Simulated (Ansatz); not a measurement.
**C₄H₇NO: up Jacob's ladder to CCSD(T)**

Aim: compute C₄H₇NO with functionals from several rungs and with coupled cluster. The yardstick is the atomisation energy at the CCSD(T) limit.

Program: Ansatz 0.2.0, Gaussian basis. Level of theory: functionals in def2-TZVPP, the program's frozen cores in correlated methods. These are calculated values, not measurements.

Levels to be run: LDA (SPW92), PBE-D4, revPBE-D4, BLYP-D4, r2SCAN-D4, B97M-V, PBE0-D4, B3LYP-D4, r2SCANh-D4, r2SCAN0-D4, HSE06-D4, BHLYP-D4, CAM-B3LYP-D4, LC-ωPBE, ωB97X-V, ωB97M-V, B2PLYP, PBE-QIDH; CCSD(T)/def2-SVP; CCSD(T)/def2-TZVPP; MP2/def2-QZVPP; extrapolation to the limit; RPA on PBE.

## Step 1: Structure used throughout

An earlier PBE0-D4 in a triple-zeta def2 set relaxation fixed the geometry.

SMILES `O=C1CCCN1`, 13 atoms, charge 0, spin multiplicity 1.

Atoms are counted from 1 here; the program's logs count them from 0.

Bond lengths: O1–C2 1.209 Å, C2–C3 1.520 Å, C2–N6 1.361 Å, C3–C4 1.525 Å, C3–H7 1.095 Å, C3–H8 1.089 Å, C4–C5 1.533 Å, C4–H9 1.092 Å, C4–H10 1.090 Å, C5–N6 1.443 Å, C5–H11 1.092 Å, C5–H12 1.098 Å, N6–H13 1.006 Å. Angles: O1–C2–C3 127.4°, O1–C2–N6 126.0°, C3–C2–N6 106.7°, C2–C3–C4 104.4°, C2–C3–H7 107.3°, C2–C3–H8 110.5°, C4–C3–H7 112.3°, C4–C3–H8 114.7°, H7–C3–H8 107.5°, C3–C4–C5 103.8°, C3–C4–H9 109.9°, C3–C4–H10 113.8°, C5–C4–H9 109.3°, C5–C4–H10 112.1°, H9–C4–H10 107.8°, C4–C5–N6 102.3°, C4–C5–H11 112.3°, C4–C5–H12 111.4° and more.

Coordinates:

```xyz
13

O     1.1613    1.6370   -1.6197
C     0.6109    0.8954   -0.8397
C     0.2325   -0.5597   -1.0608
C    -0.1327   -1.0715    0.3280
C    -0.5662    0.1910    1.0822
N     0.1891    1.2224    0.4124
H    -0.6213   -0.5727   -1.7459
H     1.0474   -1.0966   -1.5443
H     0.7503   -1.4949    0.8119
H    -0.9105   -1.8350    0.3253
H    -0.3228    0.1430    2.1459
H    -1.6474    0.3595    0.9914
H     0.2094    2.1821    0.7132
```

## Step 2: LDA

This LDA is Slater exchange with PW92 correlation.

The input, in.yaml:

```yaml
crystal:
  periodic: [false, false, false]
  atoms:
    - {symbol: O, position_ang: [1.161306, 1.637010, -1.619744]}
    - {symbol: C, position_ang: [0.610925, 0.895421, -0.839746]}
    - {symbol: C, position_ang: [0.232491, -0.559692, -1.060773]}
    - {symbol: C, position_ang: [-0.132744, -1.071543, 0.328028]}
    - {symbol: C, position_ang: [-0.566244, 0.190960, 1.082199]}
    - {symbol: N, position_ang: [0.189148, 1.222405, 0.412389]}
    - {symbol: H, position_ang: [-0.621305, -0.572673, -1.745855]}
    - {symbol: H, position_ang: [1.047421, -1.096633, -1.544279]}
    - {symbol: H, position_ang: [0.750287, -1.494947, 0.811940]}
    - {symbol: H, position_ang: [-0.910546, -1.834983, 0.325311]}
    - {symbol: H, position_ang: [-0.322784, 0.142994, 2.145936]}
    - {symbol: H, position_ang: [-1.647385, 0.359540, 0.991379]}
    - {symbol: H, position_ang: [0.209441, 2.182133, 0.713223]}
basis:
  gaussian: {orbitals: def2-TZVPP}
hamiltonian: {xc: lda}
output: {orbitals: {seedname: orbitals}}
```

Started as:

```bash
> ansatz run in.yaml --threads 4 --pin off --events-out ev --progress --plain --max-ram 10444MiB
```

After this run come: PBE-D4 (GGA); revPBE-D4 (GGA); BLYP-D4 (GGA); r2SCAN-D4 (meta-GGA); B97M-V (meta-GGA); PBE0-D4 (hybrid); B3LYP-D4 (hybrid); r2SCANh-D4 (hybrid); r2SCAN0-D4 (hybrid); HSE06-D4 (hybrid); BHLYP-D4 (hybrid); CAM-B3LYP-D4 (range-separated); LC-ωPBE (range-separated); ωB97X-V (range-separated); ωB97M-V (range-separated); B2PLYP (double hybrid); PBE-QIDH (double hybrid); CCSD(T) in def2-SVP; CCSD(T) in def2-TZVPP; MP2 in def2-QZVPP; RPA on PBE orbitals.

Before running them: what should the planned runs give, taken together? Wanted: atomisation energy, CCSD(T)/CBS; farthest beyond LDA; mean size of error, GGA; mean size of error, meta-GGA; mean size of error, hybrid; mean size of error, range-separated; mean size of error, double hybrid; gap, smallest and largest; T1 diagnostic.

The runs gave:

| quantity | value |
| --- | --- |
| atomisation energy, CCSD(T)/CBS | 1321.5 kcal/mol |
| functionals within 6.6 kcal/mol (0.5 %) | B97M-V, B3LYP-D4, r2SCANh-D4, PBE-QIDH |
| farthest beyond LDA | PBE-D4 (+49.0 kcal/mol) |
| mean size of error, GGA | 23.2 kcal/mol |
| mean size of error, meta-GGA | 6.4 kcal/mol |
| mean size of error, hybrid | 16.8 kcal/mol |
| mean size of error, range-separated | 10.1 kcal/mol |
| mean size of error, double hybrid | 5.3 kcal/mol |
| gap, smallest and largest | 5.21 eV (LDA (SPW92)), 12.83 eV (LC-ωPBE) |
| T1 diagnostic | 0.0134 |
| triples share of the correlation energy | 4.2 % |

What this shows: LDA overbinds by 219.8 kcal/mol (17 %). PBE-D4 is off by +49.0 kcal/mol. Double hybrids carry the basis error of their MP2 part in triple zeta, and no dispersion term here, so their miss is partly the set-up's. The rungs double hybrid, meta-GGA miss on average by less than the doubt on the reference (6.6 kcal/mol), so they tie. The reference freezes the cores and leaves out relativity and excitations past (T), so misses under about 6.6 kcal/mol can't be ranked. Hartree-Fock recovers 72 % of the binding; the rest is correlation. CCSD(T) in def2-SVP is off by -56.6 kcal/mol, which most functionals beat. Orbital gaps span 5.2 to 12.8 eV; exact exchange widens them.
